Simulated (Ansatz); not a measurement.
## Relative energies of C6H10 isomers

5 of its isomers, all singlets with charge 0: A = `C#CC(C)(C)C`; B = cyclohexene `C1=CCCCC1`; C = 3-methylcyclopentene `CC1C=CCC1`; D = 1,5-hexadiene `C=CCCC=C`; E = bicyclopropyl `C1CC1C1CC1`.

Shapes, held fixed at every level: PBE0-D4/def2-TZVP. Flexible molecules stand in one conformer, not always the lowest. Programs: Ansatz 0.2.0.

Electronic energies in kJ/mol, without zero-point or thermal terms.

Question: Which isomer should be the most stable, and roughly by how much?

Answer: B < C < D < A < E in rising energy, over a span of 146 kJ/mol, by CCSD(T)/CBS estimate. All levels agree on that. The B − A difference spans -145.9 to -114.9 kJ/mol over the levels. The CBS estimate extrapolates MP2 from def2-TZVPP and def2-QZVPP and adds CCSD(T) − MP2 in the triple-zeta set, cores frozen.

```json
{"level": "HF/def2-SVP", "kind": "Hartree–Fock", "B − A": "-134.3", "C − A": "-113.4", "D − A": "-41.1", "E − A": "+9.0"}
{"level": "BHLYP-D4/def2-TZVPP", "kind": "global hybrid", "B − A": "-136.3", "C − A": "-117.2", "D − A": "-39.5", "E − A": "+12.3"}
{"level": "r2SCAN0-D4/def2-TZVPP", "kind": "global hybrid", "B − A": "-145.9", "C − A": "-128.2", "D − A": "-35.0", "E − A": "-16.8"}
{"level": "wB97M-V/def2-TZVPP", "kind": "range-separated hybrid", "B − A": "-130.5", "C − A": "-115.3", "D − A": "-30.7", "E − A": "+3.2"}
{"level": "MP2/def2-SVP", "kind": "perturbation theory", "B − A": "-124.2", "C − A": "-108.2", "D − A": "-9.1", "E − A": "+7.4"}
{"level": "MP2/def2-TZVPP", "kind": "perturbation theory", "B − A": "-114.9", "C − A": "-103.2", "D − A": "-8.8", "E − A": "+16.7"}
{"level": "CCSD(T)/def2-TZVPP", "kind": "coupled cluster or CI", "B − A": "-122.8", "C − A": "-109.1", "D − A": "-26.7", "E − A": "+20.7"}
{"level": "CCSD(T)/CBS estimate", "kind": "coupled cluster or CI", "B − A": "-123.2", "C − A": "-108.9", "D − A": "-27.6", "E − A": "+22.6"}
```
